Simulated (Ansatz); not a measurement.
# CH$_{2}$, triplet: reading a ladder of total energies

Geometry: displaced at random from a stationary point.

```xyz
3

C     0.0182   -0.0584   -0.0011
H    -0.1467    0.3644   -0.9856
H    -0.0701    0.3320    0.9985
```

Basis cc-pVDZ; Ansatz 0.2.0. Only valence electrons are correlated (noble-gas cores frozen), which leaves 6 electrons in 23 orbitals. Prefix R: restricted or restricted open-shell reference; prefix U: unrestricted.

Full CI is exact within this basis and frozen core; it isn't the basis-set limit. The frozen core follows each run's orbitals, which can shift R against U totals by a few meV.

UCCSD has a T1 diagnostic of 0.009 and a largest doubles amplitude of 0.04.

Runs differ by some tens of microhartree through their thresholds and, for an open shell, their frozen cores, so the step to full CI, which has another core, is uncertain by up to 0.1 kcal/mol.

```tsv
level	total energy (hartree)
UHF	-38.926753
UMP2	-39.019596
UCCSD	-39.039749
UCCSD(T)	-39.041478
UCCSDT	-39.041853
UCCSDT(Q)	-39.041925
full CI	-39.041894
```

Problem. What is the correlation energy at full CI, and what share of it do UMP2 and UCCSD recover?

Solution. E(corr) = -39.041894 − (-38.926753) = -0.115141 hartree = -3.133 eV. UMP2: -0.092843 / -0.115141 = 80.63 %. UCCSD: -0.112996 / -0.115141 = 98.14 %.

Problem. By how many kcal/mol does UCCSD(T) miss full CI (1 hartree = 627.509 kcal/mol), and which steps make up the rest?

Solution. -39.041478 − (-39.041894) = 0.000416 hartree = 0.26 kcal/mol. Steps: UCCSDT − UCCSD(T) = -0.24, UCCSDT(Q) − UCCSDT = -0.05, full CI − UCCSDT(Q) = 0.02 kcal/mol. That is within 1 kcal/mol of the reference in this basis, which itself misses far more of the correlation at the basis-set limit.
